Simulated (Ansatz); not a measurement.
# BH₃ (singlet): wave-function methods side by side at scale of all distances = 2.034, cc-pVDZ

How much of the correlation energy of BH₃ (singlet) does each wave-function method recover here?

Computed with Ansatz 0.2.0, Gaussian basis. Level: cc-pVDZ, core rule «outside noble gas», up to 1 orbitals frozen.

The runs, in order: UHF; CCSD(T) on RHF; CCSD(T) on UHF; BCCD(T) on RHF; CISD; CCSDT(Q) on RHF; CCSDT(Q) on UHF; CCSDTQ on RHF; CASSCF and MRCISD+Q, 2 electrons in 2 orbitals; CASSCF and NEVPT2, 2 electrons in 2 orbitals; CASSCF and MRCISD+Q, 6 electrons in 7 orbitals; CASSCF and MRCISD+Q(relaxed), 6 electrons in 7 orbitals; CASSCF and NEVPT2, 6 electrons in 7 orbitals; Full CI.

14 further runs of the same task are left out: 4 for a known fault of the program, 8 that didn't finish, 2 set aside as unsound or not needed.

## 1. The geometry

The geometry derives from a PBE0/def2-TZVP stationary point (not a proven minimum). All distances are scaled together.

4 atoms, charge 0, spin multiplicity 1.

Atoms are counted from 1 here; the program's logs count them from 0.

No contacts short enough for the rule that draws bonds.

## 2. UHF

Contents of in.yaml:

```yaml
crystal:
  periodic: [false, false, false]
  atoms:
    - {symbol: B, position_ang: [0.000000, 0.000000, 0.000000]}
    - {symbol: H, position_ang: [2.427328, 0.029606, -0.000525]}
    - {symbol: H, position_ang: [-1.239305, 2.087316, -0.005770]}
    - {symbol: H, position_ang: [-1.188024, -2.116922, 0.006295]}
basis:
  gaussian: {orbitals: cc-pVDZ}
magnetization: {spin_polarized: true, initial_magnetization: 0}
hamiltonian: {xc: hf}
output: {orbitals: {seedname: orbitals}}
```

On the command line:

```bash
$ ansatz run in.yaml --threads 1 --pin off --events-out ev --progress --plain --max-ram 2393MiB
```

Further steps of the session: CCSD(T) on RHF; CCSD(T) on UHF; BCCD(T) on RHF; CISD; CCSDT(Q) on RHF; CCSDT(Q) on UHF; CCSDTQ on RHF; CASSCF and MRCISD+Q, 2 electrons in 2 orbitals; CASSCF and NEVPT2, 2 electrons in 2 orbitals; CASSCF and MRCISD+Q, 6 electrons in 7 orbitals; CASSCF and MRCISD+Q(relaxed), 6 electrons in 7 orbitals; CASSCF and NEVPT2, 6 electrons in 7 orbitals; Full CI.

**Question.** What will the summary of the whole plan be? Wanted: FCI below the RHF energy; RMP2 from FCI; UMP2 from FCI; RCCSD from FCI; RCCSD(T) from FCI; UCCSD(T) from FCI; RCCSDT(Q) from FCI; UCCSDT(Q) from FCI; NEVPT2 valence from FCI.

**Answer**, as computed:

```
                          quantity                                                                            value
          FCI below the RHF energy                                                                       -6.6514 eV
                     RMP2 from FCI                                                                      +2722.2 meV
                     UMP2 from FCI                                                                      +1629.2 meV
                    RCCSD from FCI                                                                       +780.9 meV
                 RCCSD(T) from FCI                                                                       +221.8 meV
                 UCCSD(T) from FCI                                                                       +368.9 meV
                RCCSDT(Q) from FCI                                                                         -3.6 meV
                UCCSDT(Q) from FCI                                                                        +46.5 meV
           NEVPT2 valence from FCI                                                                       +253.2 meV
         MRCISD+Q valence from FCI                                                                         +5.1 meV
MRCISD+Q(relaxed) valence from FCI                                                                        -15.7 meV
 levels within 1 kcal/mol (43 meV)  RCCSDT(Q), RCCSDTQ, MRCISD valence, MRCISD+Q valence, MRCISD+Q(relaxed) valence
                     T1 diagnostic                                                                            0.038
    effectively unpaired electrons                                                                             2.04
```

RCCSD(T) misses by +221.8 meV, 3.3 % of the correlation energy. CCSD(T) misses by +221.8 meV on the restricted determinant and by +368.9 meV on the unrestricted one; the two need not hold the same state or core. RCCSDT(Q), RCCSDTQ, MRCISD+Q(relaxed) valence fall below full CI, which methods that aren't variational can do. The occupations show strong static correlation (2.0 unpaired electrons where one determinant has 0). Of the multireference levels listed MRCISD+Q valence comes nearest in total energy (+5.1 meV), which doesn't show that its space is the better one. These misses are within one basis, not against nature.
